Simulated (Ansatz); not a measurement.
Geometry optimisation, Ansatz 0.2.0, RKS B3LYP-D4/cc-pVDZ.

The input (input.yaml):

```yaml
crystal:
  periodic: [false, false, false]
  atoms:
    - { symbol: "N", position_ang: [-1.1624, -0.8481, 0.7294] }
    - { symbol: C, position_ang: [-0.1014, -0.1444, 0.072] }
    - { symbol: O, position_ang: [-0.63586, 0.54655, -1.03128] }
    - { symbol: C, position_ang: [1.22978, -0.74487, 0.00321] }
    - { symbol: C, position_ang: [1.04124, 0.34905, 0.82144] }
    - { symbol: F, position_ang: [1.81663, 1.4082, 0.55312] }
    - { symbol: H, position_ang: [-0.8308, -1.2969, 1.5383] }
    - { symbol: H, position_ang: [-1.513, -1.5193, 0.0916] }
    - { symbol: H, position_ang: [-0.03871, 1.23965, -1.31917] }
    - { symbol: H, position_ang: [1.96553, -0.86627, -0.68512] }
basis:
  gaussian: { orbitals: cc-pVDZ }
hamiltonian:
  xc: b3lyp
  dispersion: d4
relax:
  f_tol: 0.015
  max_steps: 40
output:
  orbitals: {}
```

Command:

```bash
$ ansatz run input.yaml --threads 2 --pin off --max-ram 3072MiB --backend cpu --events-out ev --progress --plain --runs-dir out
```

Problem. Where does it end, and by what steps?

Solution. The forces met the threshold. After 13 steps the energy has fallen by 1.531 eV; F6 moved furthest, 0.79 Å.

```tsv
step	energy less start (eV)	largest force component (eV/Å)	accepted
0	0.0000	3.531	yes
1	-0.7280	2.278	yes
2	-1.0449	1.887	yes
3	-1.2072	1.706	yes
4	-1.3936	0.824	yes
5	-1.4918	0.425	yes
6	-1.4967	0.722	yes
7	-1.5231	0.282	yes
8	-1.5285	0.091	yes
9	-1.5292	0.116	yes
10	-1.5304	0.079	yes
11	-1.5299	0.088	no
12	-1.5307	0.025	yes
13	-1.5307	0.014	yes
```

```xyz
10
Properties=species:S:1:pos:R:3
N -1.061 -0.754 0.808
C -0.103 -0.071 -0.006
O -0.824 0.505 -1.058
C 1.368 -0.532 -0.209
C 1.127 0.513 0.544
F 1.687 1.434 1.329
H -0.595 -1.425 1.417
H -1.710 -1.264 0.207
H -0.188 0.965 -1.624
H 2.070 -1.249 -0.634
```

Run time: 42 s on 2 threads of Arm Neoverse V1 (shared host), peak memory 0.22 GiB.
